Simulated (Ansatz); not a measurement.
# CH₄ (triplet): the correlation ladder at distance H1–H2 along a hydrogen transfer = 0.871 Å, cc-pVDZ

Aim: climb from Hartree-Fock through coupled cluster and multireference methods for CH₄ (triplet) at one geometry and basis, and see what each rung misses.

Method: cc-pVDZ, core rule «outside noble gas», up to 1 orbitals frozen; program: Ansatz 0.2.0, Gaussian basis.

Plan: UHF; CCSD(T) on ROHF; CCSD(T) on UHF; BCCD(T) on ROHF; CISD; CCSDT(Q) on ROHF; CCSDT(Q) on UHF; CASSCF and MRCISD+Q, 4 electrons in 4 orbitals; CASSCF and NEVPT2, 4 electrons in 4 orbitals; CASSCF and MRCISD+Q, 8 electrons in 8 orbitals; CASSCF and NEVPT2, 8 electrons in 8 orbitals.

### Step 1. What is computed

The geometry derives from fragments relaxed apart (PBE0/def2-TZVP) and kept rigid, so it is no stationary point. A hydrogen atom is moved between rigid fragments.

5 atoms, charge 0, spin multiplicity 3.

Atoms are counted from 1 here; the program's logs count them from 0.

Bond lengths: H2–C3 1.257 Å, C3–H4 1.079 Å, C3–H5 1.079 Å. Angles: H2–C3–H4 112.6°, H2–C3–H5 112.6°, H4–C3–H5 134.8°.

### Step 2. UHF

in.yaml

```yaml
crystal:
  periodic: [false, false, false]
  atoms:
    - {symbol: H, position_ang: [-1.967404, 0.000000, 0.000000]}
    - {symbol: H, position_ang: [-1.096404, 0.000000, 0.000000]}
    - {symbol: C, position_ang: [0.160596, 0.000000, 0.000000]}
    - {symbol: H, position_ang: [0.575064, 0.000000, 0.996161]}
    - {symbol: H, position_ang: [0.575064, 0.000000, -0.996161]}
basis:
  gaussian: {orbitals: cc-pVDZ}
magnetization: {spin_polarized: true, initial_magnetization: 2}
hamiltonian: {xc: hf}
output: {orbitals: {seedname: orbitals}}
```

The run is started by

```bash
> ansatz run in.yaml --threads 1 --pin off --events-out ev --progress --plain --max-ram 2764MiB --backend cpu
```

The runs that follow: CCSD(T) on ROHF; CCSD(T) on UHF; BCCD(T) on ROHF; CISD; CCSDT(Q) on ROHF; CCSDT(Q) on UHF; CASSCF and MRCISD+Q, 4 electrons in 4 orbitals; CASSCF and NEVPT2, 4 electrons in 4 orbitals; CASSCF and MRCISD+Q, 8 electrons in 8 orbitals; CASSCF and NEVPT2, 8 electrons in 8 orbitals.

**Question.** What will the summary of the whole plan be? Wanted: UCCSDT(Q) below the RHF energy; RMP2 from UCCSDT(Q); UMP2 from UCCSDT(Q); RCCSD from UCCSDT(Q); RCCSD(T) from UCCSDT(Q); UCCSD(T) from UCCSDT(Q); RCCSDT(Q) from UCCSDT(Q); NEVPT2 pair from UCCSDT(Q); MRCISD+Q pair from UCCSDT(Q).

The runs gave:

| quantity | value |
| --- | --- |
| UCCSDT(Q) below the RHF energy | -4.8568 eV |
| RMP2 from UCCSDT(Q) | +804.6 meV |
| UMP2 from UCCSDT(Q) | +850.3 meV |
| RCCSD from UCCSDT(Q) | +106.9 meV |
| RCCSD(T) from UCCSDT(Q) | +18.4 meV |
| UCCSD(T) from UCCSDT(Q) | +18.4 meV |
| RCCSDT(Q) from UCCSDT(Q) | +0.7 meV |
| NEVPT2 pair from UCCSDT(Q) | +788.7 meV |
| MRCISD+Q pair from UCCSDT(Q) | +11.4 meV |
| NEVPT2 valence from UCCSDT(Q) | +696.1 meV |
| levels within 1 kcal/mol (43 meV) | RCCSD(T), UCCSD(T), BCCD(T), RCCSDT, UCCSDT, RCCSDT(Q), MRCISD+Q pair, MRCISD+Q valence |
| T1 diagnostic | 0.023 |
| effectively unpaired electrons | 2.01 |

What this shows: RCCSD(T) misses by +18.4 meV, 0.4 % of the correlation energy. One determinant dominates. Of the multireference levels listed MRCISD+Q valence comes nearest in total energy (+11.0 meV), which doesn't show that its space is the better one. These misses are within one basis, not against nature; the frozen cores of restricted and unrestricted runs differ, which can shift their rows.
